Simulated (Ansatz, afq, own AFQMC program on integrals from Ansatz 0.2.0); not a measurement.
## SiGeH, quartet: AFQMC among the cluster methods

```
atom   x (Å)    y (Å)    z (Å)
  Si  0.0000  -0.0368   1.6490
  Ge  0.0000  -0.0037  -0.6463
   H  0.0000   1.2915   0.6314
```

Connectivity, by distances: Si–Ge, 1 bridging H.

Basis cc-pVDZ. Noble-gas cores (and the filled d shells of Ga–Kr and In–Xe) are frozen. AFQMC by an in-house program on the Cholesky factors that Ansatz 0.2.0 writes for its CCSD(T) run. The CISD trial takes its coefficients from CCSD amplitudes. Released means that phaseless walkers are propagated on without the constraint, phases kept. Uncertainties: one standard error, sampling alone. No spin–orbit coupling.

Determinant: UHF, the one that the program's search chose, which needn't be the lowest solution. The geometry is a PBE0/def2-TZVP stationary point of this or a neighbouring charge and spin state.

No full CI on the walks' own integrals is used here; CCSDTQ serves as the reference and is uncertain by about the last step of the cluster series.

Cautions: no relativity below Rb; no spin-orbit coupling; inner d shell frozen; another spin lies lower (by 1.62 eV); unrestricted determinant slightly spin contaminated (⟨S²⟩ 3.81 against 3.75).

The T1 diagnostic is 0.0253. The weight of the determinant in the CISD state is 0.870 and the ⟨S²⟩ of the determinant is 3.809. The size of the correlated space is 9 electrons in 31 orbitals.

Reference: CCSDTQ, correlation energy -4.609 eV. The released energy is read at 2.40 1/Eh (meV from the phaseless value at times in 1/Eh: -1.8 ± 2.4 at 0.24, -6 ± 3 at 0.51, -8.0 ± 1.9 at 0.99, -11.8 ± 1.4 at 1.62, -11 ± 3 at 2.40).

```json
{"level": "HF", "E − E(reference) (kJ/mol)": "444.7", "share of correlation (%)": "0.00"}
{"level": "MP2", "E − E(reference) (kJ/mol)": "109.6", "share of correlation (%)": "75.35"}
{"level": "CCSD", "E − E(reference) (kJ/mol)": "20.9", "share of correlation (%)": "95.29"}
{"level": "CCSD(T)", "E − E(reference) (kJ/mol)": "4.9", "share of correlation (%)": "98.89"}
{"level": "CCSDT", "E − E(reference) (kJ/mol)": "1.2", "share of correlation (%)": "99.74"}
{"level": "CCSDT(Q)", "E − E(reference) (kJ/mol)": "0.1", "share of correlation (%)": "99.97"}
{"level": "ph-AFQMC/CISD", "E − E(reference) (kJ/mol)": "1.6 ± 0.3", "share of correlation (%)": "99.63"}
{"level": "released AFQMC", "E − E(reference) (kJ/mol)": "0.6 ± 0.3", "share of correlation (%)": "99.88"}
```

CCSDT and higher add their correlation energy to the determinant of the CCSD(T) run, since their own runs factorise the integrals more tightly (a shift of under 2 meV). A walk keeps the symmetry of its determinant, which the program's search chose and which needn't be the lowest solution, so a lower state of the same spin and another symmetry isn't excluded. Released energies are given only where the last usable release times agree within the noise; a slower fall can still hide under it.
